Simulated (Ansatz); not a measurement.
# [Cl···H···Br], doublet: transfer scan

Starting geometry:

```json
{"atom": "Cl", "x (Å)": "0.0000", "y (Å)": "0.0000", "z (Å)": "-1.4786"}
{"atom": "H", "x (Å)": "0.0000", "y (Å)": "0.0000", "z (Å)": "-0.1998"}
{"atom": "Br", "x (Å)": "0.0000", "y (Å)": "0.0000", "z (Å)": "1.6784"}
```

From there H2 is moved from one fragment to the other while all else, the fragments' distance too, stays fixed; atoms are numbered as listed. Energies are in kcal/mol, counted from the starting geometry at the same level.

Basis cc-pVTZ; Ansatz 0.2.0. Correlated methods freeze the noble-gas cores and the filled d shells of p-block atoms. R marks a restricted (for open shells ROHF) determinant, U an unrestricted one. No spin–orbit coupling is included, and no scalar relativity.

Full CI isn't at hand for all of this; UCCSDT(Q) serves as the reference, and is uncertain by about the last step of the cluster series.

| distance Cl1-H2 (Å) | UMP2 |
| --- | --- |
| 1.279 | 0.0 |
| 1.329 | 1.1 |
| 1.428 | 5.7 |
| 1.528 | 10.4 |
| 1.627 | 11.6 |

Estimate the UCCSDT(Q) curve in cc-pVTZ from this one, knowing how UMP2 errs.

The computed UCCSDT(Q) values, in kcal/mol from the starting point, and the error of UMP2 against them:
| distance Cl1-H2 (Å) | UCCSDT(Q) | UMP2 less UCCSDT(Q) |
| --- | --- | --- |
| 1.279 | 0.0 | 0.0 |
| 1.329 | 0.7 | 0.3 |
| 1.428 | 4.4 | 1.4 |
| 1.528 | 7.8 | 2.5 |
| 1.627 | 9.2 | 2.4 |

The error spans 2.5 kcal/mol and is largest, 2.5 kcal/mol, at 1.528 Å.
